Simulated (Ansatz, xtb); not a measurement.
Two isomers of B2H2O

Structure X: `B1BO1`, a singlet. Structure Y: `BB=O`, a singlet. Both are isolated molecules in the gas phase, relaxed with r2SCAN-D4/def2-TZVP; the shapes shown needn't be the lowest conformers.

X (Å):

```xyz
5

B    -0.7562   -0.0993   -0.4392
B    -1.6233    1.2074   -0.4507
O    -2.1230   -0.0672   -0.6776
H    -0.0350   -1.0374   -0.4135
H    -2.2076    2.2367   -0.4424
```

Y (Å):

```xyz
5

B     0.4374    0.3513   -0.6911
B    -0.2215   -0.8552    0.2488
O    -0.6994   -1.7306    0.9310
H     1.4190    0.1473   -1.3329
H    -0.0671    1.4288   -0.7299
```

Which of the two would you expect CCSD(T)/def2-TZVPP electronic energies to favour?

Structure Y; the calculation gives E(Y) − E(X) = −31.0 kJ/mol.

How the difference moves with the method:

```csv
level,geometry,E(Y) − E(X) (kJ/mol),departure from the last row (kJ/mol),"job, with rough time for the two"
GFN2-xTB,GFN2-xTB,−39.5,−8.5,"optimisation, 0.084 s"
HF/STO-3G,GFN2-xTB,−24.9,+6.1,"single point, 0.12 s"
r2SCAN-D4/def2-SVP,GFN2-xTB,−23.4,+7.6,"single point, 1.2 s"
r2SCAN-D4/def2-TZVP,r2SCAN-D4/def2-TZVP,−19.0,+12.0,"optimisation, 11 s"
HF/def2-TZVPP,r2SCAN-D4/def2-TZVP,−38.1,−7.1,part of the CCSD(T) run
MP2/def2-TZVPP,r2SCAN-D4/def2-TZVP,−31.4,−0.4,part of the CCSD(T) run
CCSD(T)/def2-TZVPP,r2SCAN-D4/def2-TZVP,−31.0,,"single point, 9.3 s"
```

As drawn, Y has 1 B=O in place of 2 B–O. Structure X has a 3-membered ring, Y no ring.

The levels shown agree on the order. The largest departure from CCSD(T)/def2-TZVPP is that of r2SCAN-D4/def2-TZVP, 12.0 kJ/mol.

With harmonic frequencies from r2SCAN-D4/def2-TZVP (ideal gas, rigid rotor, one conformer each, 298.15 K, 1 atm): on the last row, ΔE + ΔZPE = −34.4, ΔH = −32.6, ΔG = −35.6 kJ/mol.

The correlated steps freeze 3 core orbitals. Programs: Ansatz 0.2.0, xtb 6.7.1; the last row on 2 threads of Arm Neoverse V1 on a shared host.
